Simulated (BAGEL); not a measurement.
**BNH2F (SMILES N[B]F): UHF/STO-3G (density fitting with qzvpp-jkfit)**

Aim: the vertical ionisation energy of BNH2F at UHF/STO-3G (density fitting with qzvpp-jkfit), from 2 runs. 

Program for the calculation: BAGEL 1.2.2.

1 further run of the same task is left out (set aside as unsound or not needed).

## 1. The structure to begin with

The species is BNH2F (5 atoms), meant as a doublet with charge 0. SMILES: `N[B]F`. The shape is that of a PBE0-D4/def2-TZVP optimisation. This is one conformer, not always the lowest.

Bond lengths: N1–B2 1.384 Å, B2–F3 1.324 Å, N1–H4 1.003 Å, N1–H5 1.010 Å. Angles: N1–B2–F3 122.6°, B2–N1–H4 122.5°, B2–N1–H5 122.8°, H4–N1–H5 114.7°.

## 2. A single-point energy at UHF/STO-3G (density fitting with qzvpp-jkfit)

job.json

```json
{ "bagel" : [

{
  "title" : "molecule",
  "basis" : "sto-3g",
  "df_basis" : "qzvpp-jkfit",
  "angstrom" : "true",
  "geometry" : [
    { "atom" : "N", "xyz" : [   -0.315200,    0.284600,   -0.298300 ] },
    { "atom" : "B", "xyz" : [    0.256800,   -0.904700,    0.119300 ] },
    { "atom" : "F", "xyz" : [    1.186500,   -0.957100,    1.060600 ] },
    { "atom" : "H", "xyz" : [   -1.019600,    0.322000,   -1.012000 ] },
    { "atom" : "H", "xyz" : [   -0.058500,    1.181700,    0.088900 ] }
  ]
},
{
  "title" : "uhf",
  "charge" : 0,
  "nopen" : 1
},
{
  "title" : "print",
  "file" : "orbitals.molden",
  "orbitals" : "true"
}

]}
```

Command:

```
$ BAGEL_NUM_THREADS=1 BAGEL job.json > job.out
```

Log:

```text
* using 1 threads per process

  ===============================================================
  ===============================================================

  *** Geometry ***

  { "atom" : "N", "xyz" : [     -0.595642,      0.537816,     -0.563705 ] },
  { "atom" : "B", "xyz" : [      0.485282,     -1.709635,      0.225444 ] },
  { "atom" : "F", "xyz" : [      2.242160,     -1.808657,      2.004244 ] },
  { "atom" : "H", "xyz" : [     -1.926765,      0.608492,     -1.912403 ] },
  { "atom" : "H", "xyz" : [     -0.110549,      2.233089,      0.167997 ] },

  Number of auxiliary basis functions:      265

  Since a DF basis is specified, we compute 2- and 3-index integrals:
    o Being stored without compression. Storage requirement is 0.001 GB

  Number of basis functions:       17
  Number of electrons      :       23

    * METHOD: MOLECULE                             0.04

  *** Open-shell HF ***

  === Nuclear Repulsion ===
    58.8227885921

      * DIIS with orbital gradients will be used.

  === UHF iteration (sto-3g) ===
      0       -177.26509684          0.04059414           0.00
      1       -177.31852657          0.01088333           0.00
      2       -177.32432201          0.00394154           0.00
      3       -177.32529091          0.00159141           0.00
      4       -177.32564744          0.00027446           0.00
      5       -177.32568532          0.00008030           0.00
      6       -177.32569160          0.00003426           0.00
      7       -177.32569341          0.00001696           0.00
      8       -177.32569398          0.00000420           0.00
      9       -177.32569402          0.00000099           0.00
     10       -177.32569402          0.00000062           0.00
     11       -177.32569403          0.00000008           0.00
     12       -177.32569403          0.00000002           0.00
     13       -177.32569403          0.00000001           0.00
    * SCF iteration converged.

    * S^2 (UHF) is 0.7547

    * Permanent dipole moment:
           (    0.370618,    -0.383804,     0.324652) a.u.

    * METHOD: UHF                                  0.09

    * METHOD: PRINT                                0.00

  ===============================================================
```

Wall time 0.33 s (1 thread of Intel Xeon 6975P-C (Granite Rapids), shared host); peak memory 0.079 GiB.

## 3. The singlet cation at the same level

calc.json

```json
{ "bagel" : [

{
  "title" : "molecule",
  "basis" : "sto-3g",
  "df_basis" : "qzvpp-jkfit",
  "angstrom" : "true",
  "geometry" : [
    { "atom" : "N", "xyz" : [   -0.315200,    0.284600,   -0.298300 ] },
    { "atom" : "B", "xyz" : [    0.256800,   -0.904700,    0.119300 ] },
    { "atom" : "F", "xyz" : [    1.186500,   -0.957100,    1.060600 ] },
    { "atom" : "H", "xyz" : [   -1.019600,    0.322000,   -1.012000 ] },
    { "atom" : "H", "xyz" : [   -0.058500,    1.181700,    0.088900 ] }
  ]
},
{ "title" : "hf", "charge" : 1 },
{ "title" : "print", "file" : "orbitals.molden", "orbitals" : "true" }

]}
```

Command:

```
$ BAGEL_NUM_THREADS=1 BAGEL calc.json > calc.out
```

Log:

```text
* using 1 threads per process

  ===============================================================
  ===============================================================

  *** Geometry ***

  { "atom" : "N", "xyz" : [     -0.595642,      0.537816,     -0.563705 ] },
  { "atom" : "B", "xyz" : [      0.485282,     -1.709635,      0.225444 ] },
  { "atom" : "F", "xyz" : [      2.242160,     -1.808657,      2.004244 ] },
  { "atom" : "H", "xyz" : [     -1.926765,      0.608492,     -1.912403 ] },
  { "atom" : "H", "xyz" : [     -0.110549,      2.233089,      0.167997 ] },

  Number of auxiliary basis functions:      265

  Since a DF basis is specified, we compute 2- and 3-index integrals:
    o Being stored without compression. Storage requirement is 0.001 GB

  Number of basis functions:       17
  Number of electrons      :       23

    * METHOD: MOLECULE                             0.05

  *** RHF ***

  === Nuclear Repulsion ===
    58.8227885921

      * DIIS with orbital gradients will be used.

  === RHF iteration (sto-3g) ===
      0       -177.01996354          0.03025535           0.00
      1       -177.08583937          0.01499248           0.00
      2       -177.10018391          0.00242297           0.00
      3       -177.10099876          0.00065111           0.00
      4       -177.10107620          0.00028776           0.01
      5       -177.10109037          0.00006150           0.00
      6       -177.10109107          0.00001848           0.00
      7       -177.10109112          0.00000443           0.00
      8       -177.10109112          0.00000194           0.00
      9       -177.10109112          0.00000067           0.00
     10       -177.10109112          0.00000020           0.00
     11       -177.10109112          0.00000008           0.00
     12       -177.10109112          0.00000003           0.00
     13       -177.10109112          0.00000001           0.00
     14       -177.10109112          0.00000000           0.00
    * SCF iteration converged.

    * Permanent dipole moment:
           (    0.793252,     0.299638,     0.851327) a.u.

    * METHOD: HF                                   0.09

    * METHOD: PRINT                                0.00

  ===============================================================
```

Wall time 0.31 s (1 thread of Intel Xeon 6975P-C (Granite Rapids), shared host); peak memory 0.079 GiB.

## 4. Summary of results

Level: UHF/STO-3G (density fitting with qzvpp-jkfit).

```
                                          quantity          value
                       doublet BNH2F: total energy  -177.32569 Eh
                      doublet BNH2F: dipole moment         1.59 D
                               doublet BNH2F: ⟨S²⟩          0.755
                      singlet cation: total energy  -177.10109 Eh
                       singlet cation: HOMO energy      -18.42 eV
                       singlet cation: LUMO energy       -5.12 eV
                     singlet cation: HOMO–LUMO gap       13.30 eV
vertical ionisation energy (to the singlet cation)       6.112 eV
```

**Reading.** Removing an electron at fixed nuclei costs 6.11 eV (141 kcal/mol). Only the singlet of the ionised species was computed; a triplet could lie lower. In a minimal basis such a difference can be off by several eV, whatever the method.
